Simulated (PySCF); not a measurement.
## How good is the calculation?

Mapped SMILES: `[CH3:1][CH2:2][CH:3]1[CH2:4][CH2:5]1` (H(Xn): hydrogen on atom n). Ha(C4), Ha(C5) are cis to C2 on the ring; Hb(C4), Hb(C5) are trans to C2 on the ring.

Measured values that the calculation should reproduce: δ ¹³C C3 12.8; C4/C5 4.1 ppm (measured; solution, not stated per compound (mostly CDCl3 or CCl4); Pretsch, Buehlmann, Badertscher, Structure Determination of Organic Compounds, 4th ed. (2009)).

Computed data (PySCF 2.14.0 with density-fitted response routines): σ from GIAO-B97-2/pcSseg-2, structure optimised with PBE0-D3(BJ)/def2-TZVP. Gas phase, single conformer, one averaged value for each set of equivalent atoms, non-relativistic.

**Question.** How close does the calculation come?

**Answer.** 
Reference values: measured (solution, not stated per compound (mostly CDCl3 or CCl4); Pretsch, Buehlmann, Badertscher, Structure Determination of Organic Compounds, 4th ed. (2009)).
| atoms | quantity | reference | computed | computed, scaled |
| --- | --- | --- | --- | --- |
| C3 | δ ¹³C | 12.8 | 16.0 | 13.4 |
| C4/C5 | δ ¹³C | 4.1 | 6.4 | 4.1 |

Computed shifts are σ(ref) − σ with the named reference compound (TMS for H and C) calculated as an isolated molecule at the same level. The measured values may be among those fitted. Shieldings were converted by linear fits to measured shifts (mostly CDCl3, TMS scale, for H and C): ¹³C (scatter 2.0 ppm rms, 2.1 ppm with the 1 outlier that the fit left out). Occasional misses reach two or three times the rms, and more in compound classes unlike the fitted ones.

**Question.** How far are the unscaled ¹³C shifts from the references?

**Answer.** Mean signed difference +2.75 ppm, mean absolute 2.75 ppm over 2 comparisons; the largest is +3.2 ppm at C3 (three-membered-ring carbon).
